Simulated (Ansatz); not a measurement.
Input file:

```yaml
crystal:
  periodic: [false, false, false]
  atoms:
    - {symbol: C, position_ang: [0.000000, 0.000000, 0.035736]}
    - {symbol: N, position_ang: [0.000000, 0.000000, -1.140472]}
    - {symbol: H, position_ang: [0.000000, 0.000000, 1.104735]}
basis:
  gaussian: {orbitals: cc-pVDZ}
correlation: {method: fic_mrcisd_q, electrons: outside_noble_gas, active_space: {window: {electrons: 10, orbitals: 9}, shells: [{species: C, l: s, shell: 2}, {species: C, l: p, shell: 2}, {species: H, l: s, shell: 1}, {species: "N", l: s, shell: 2}, {species: "N", l: p, shell: 2}]}}
```

```sh
$ ansatz run in.yaml --threads 1 --pin off --events-out ev --progress --plain --max-ram 4096MiB --backend cpu
```

Roughly how long does this take on 1 thread of AMD EPYC 7R13, shared host, and how much host memory?

11 s wall and 0.36 GiB.

```
569 factors; integrals over basis functions are off by at most 1.9e-7 eV
mean field evaluation 1: about -2525.6325 eV, gradient 2.6e1 eV
mean field evaluation 2: about -2525.6344 eV, gradient 2.6e1 eV
mean field evaluation 4: about -2527.3575 eV, gradient 2.3e0 eV
mean field evaluation 8: about -2527.3854 eV, gradient 1.4e-4 eV
mean field -2527.38537765 eV, -92.8796995054 hartree, gradient 2.3e-6 eV, S^2 0.000000; 0 other end points of the search recorded, 0 dependent functions left out
reference -2527.38537765 eV, -92.8796995054 hartree; 7, 7 occupied and 26, 26 virtual orbitals, 569 factors
state -2531.56610080 eV, -93.0333382473 hartree
contracted CI cycle   1: correlation 0.00000000 eV, 0.0000000000 hartree, residual 1.98e1 eV
contracted CI cycle   2: correlation -3.95642321 eV, -0.1453958712 hartree, residual 3.60e0 eV
contracted CI cycle   3: correlation -4.08455541 eV, -0.1501046427 hartree, residual 6.70e-1 eV
contracted CI cycle   4: correlation -4.08965732 eV, -0.1502921345 hartree, residual 1.58e-1 eV
contracted CI cycle   5: correlation -4.08993307 eV, -0.1503022681 hartree, residual 3.69e-2 eV
contracted CI cycle   6: correlation -4.08994747 eV, -0.1503027973 hartree, residual 8.76e-3 eV
contracted CI cycle   7: correlation -4.08994823 eV, -0.1503028251 hartree, residual 2.31e-3 eV
contracted CI cycle   8: correlation -4.08994828 eV, -0.1503028269 hartree, residual 5.26e-4 eV
state -2531.56610080 eV, -93.0333382473 hartree; corrected -2535.85288848 eV, -93.1908747888 hartree
Total energy: -2535.85288848 eV, -93.1908747888 hartree
Checks for a lower state left out: starts, orbital_swaps
```

For the same geometry and basis RCCSDTQ lies 1.5 meV lower.
